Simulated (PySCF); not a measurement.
Species: C4H8N (charge +1).
Cartesian coordinates in Å at the GFN2-xTB level; atoms count from 1:
```
atom  x, y, z in Å
C1     2.602    0.660    0.414
C2     1.296    0.095    0.241
C3     0.200   -0.375    0.093
C4    -1.110   -0.959   -0.087
N5    -2.153    0.133   -0.156
H6     2.663    1.184    1.367
H7     2.819    1.355   -0.396
H8     3.345   -0.136    0.403
H9    -1.354   -1.618    0.751
H10   -1.149   -1.532   -1.016
H11   -3.096   -0.257   -0.281
H12   -1.939    0.764   -0.940
H13   -2.128    0.687    0.711
```

The closed-shell SCF was solved with PySCF and density fitting under several settings on one GFN2-xTB geometry (grid level 2 and gas phase unless stated).

```
                      settings  basis functions  SCF cycles     E (Eh)  HOMO (eV)  LUMO (eV)
                 PBE0/6-311G**              138          14  -211.4798     -11.83      -4.93
PBE0/aug-cc-pVDZ, grid level 3              187          14  -211.4476     -11.84      -5.25
```

Task: Estimate the rows for these settings: (1) OPBE/ANO-RCC-VDZP; (2) BHandHLYP/def2-SVPD, fitting basis def2-universal-jkfit.

Result: 
| settings | basis functions | SCF cycles | E (Eh) | HOMO (eV) | LUMO (eV) |
| --- | --- | --- | --- | --- | --- |
| OPBE/ANO-RCC-VDZP | 110 | 15 | -211.6544 | -10.62 | -5.93 |
| BHandHLYP/def2-SVPD, fitting basis def2-universal-jkfit | 164 | 11 | -211.4028 | -12.97 | -4.40 |

Task: Over all rows, what range does the HOMO–LUMO gap span?

Result: From 4.69 eV (OPBE/ANO-RCC-VDZP) to 8.57 eV (BHandHLYP/def2-SVPD, fitting basis def2-universal-jkfit). The functional of the narrowest has no exact exchange, that of the widest 50 % exact exchange.

Task: Compare two rows with the functional PBE0: PBE0/6-311G** and PBE0/aug-cc-pVDZ, grid level 3. Which energy is lower, and by how much?

Result: PBE0/6-311G** (138 functions) lies 0.0322 Eh or 20 kcal/mol below PBE0/aug-cc-pVDZ, grid level 3 (187 functions). The smaller set gives the lower energy; the two sets aren't nested, so the variational bound doesn't order them by size.

Whole jobs, the steps after the SCF included, on one thread, Arm Neoverse V2 (aarch64), shared host:

| settings | work after the SCF | wall time | peak memory |
| --- | --- | --- | --- |
| PBE0/6-311G** | shieldings | 7.7 s | 0.62 GiB |
| PBE0/aug-cc-pVDZ, grid level 3 | shieldings | 18 s | 0.75 GiB |
| OPBE/ANO-RCC-VDZP | spin–spin couplings from 13 perturbed nuclei, spin–dipole term for 1 of them | 30 s | 0.49 GiB |
| BHandHLYP/def2-SVPD, fitting basis def2-universal-jkfit | 3 singlets by TDA, 5 Tamm–Dancoff triplets, polarisability | 11 s | 0.68 GiB |

Cycle counts include a coarse-grid stage where the run had one. All basis functions are spherical, in the Pople sets too. ANO-RCC sets were contracted for a scalar-relativistic Hamiltonian, but ran non-relativistically here.
